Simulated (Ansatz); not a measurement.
The input, for Ansatz 0.2.0:

```yaml
crystal:
  periodic: [false, false, false]
  atoms:
    - {symbol: P, position_ang: [0.000000, -0.060825, 0.000000]}
    - {symbol: H, position_ang: [0.000000, 0.934570, -1.025557]}
    - {symbol: H, position_ang: [0.000000, 0.934568, 1.025558]}
basis:
  gaussian: {orbitals: cc-pVDZ}
total_charge: 1
magnetization: {spin_polarized: true, initial_magnetization: 0}
hamiltonian: {xc: {name: CAM-B3LYP}}
```

```sh
$ ansatz run in.yaml --threads 1 --pin off --events-out ev --progress --plain --max-ram 2393MiB
```

The program prints:

```
  # Exact exchange under (alpha + beta erf(omega r))/r, Becke's under what is left of 1/r.
282 factors; integrals over basis functions are off by at most 8.7e-4 eV
105 factors; integrals over basis functions are off by at most 4.9e-6 eV
mean field evaluation 1: about -9310.0377 eV, gradient 4.5e0 eV
mean field evaluation 2: about -9310.1682 eV, gradient 1.0e0 eV
mean field evaluation 4: about -9310.1722 eV, gradient 1.5e-1 eV
mean field evaluation 8: about -9310.1724 eV, gradient 4.5e-4 eV
mean field evaluation 16: about -9310.1724 eV, gradient 6.3e-6 eV
mean field -9310.17235759 eV, -342.1425234800 hartree, gradient 6.3e-6 eV, S^2 0.000000; 1 other end points of the search recorded, 0 dependent functions left out
reference -9310.17243438 eV, -342.1425263020 hartree; 8, 8 occupied and 20, 20 virtual orbitals, 282 factors
Total energy: -9310.17243438 eV, -342.1425263020 hartree
```

Ran on 1 thread of Intel Xeon, shared host: 1.4 s wall, 0.14 GiB peak host memory.
